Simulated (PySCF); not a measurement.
Molecule: fluoroacetonitrile, C$_{2}$H$_{2}$FN.

Cartesian coordinates in Å; atom numbers follow the order of the lines, from 1:
```xyz
6

N     1.381   -0.518   -1.551
C     0.634   -0.253   -0.710
C    -0.312    0.080    0.359
F    -0.598    1.408    0.369
H     0.130   -0.215    1.326
H    -1.237   -0.501    0.207
```

Geometry PBE0-D3(BJ)/def2-SVP throughout; GIAO in PySCF 2.14, gas phase, one conformer, non-relativistic; equivalent atoms averaged; basis pcSseg-2.

For orientation, PBE gives these shifts δ (against NH3, TMS, CFCl3 at the same level): N1 316.4, C2 120.2, C3 71.7, F4 -279.6, H5/H6 4.97 ppm.

A run gave: N1 306.2, C2 117.6, C3 71.6, F4 -239.3, H5/H6 4.73 ppm (shifts δ (against NH3, TMS, CFCl3 at the same level)).

Which functional was used in that run?
A. BP86
B. LC-wPBE
C. KT2
D. WP04
E. BLYP

Answers

D. N1 tells them apart best: WP04 gives 306.2, BLYP gives 314.6, LC-wPBE gives 319.9, BP86 gives 313.6, KT2 gives 296.4 ppm.
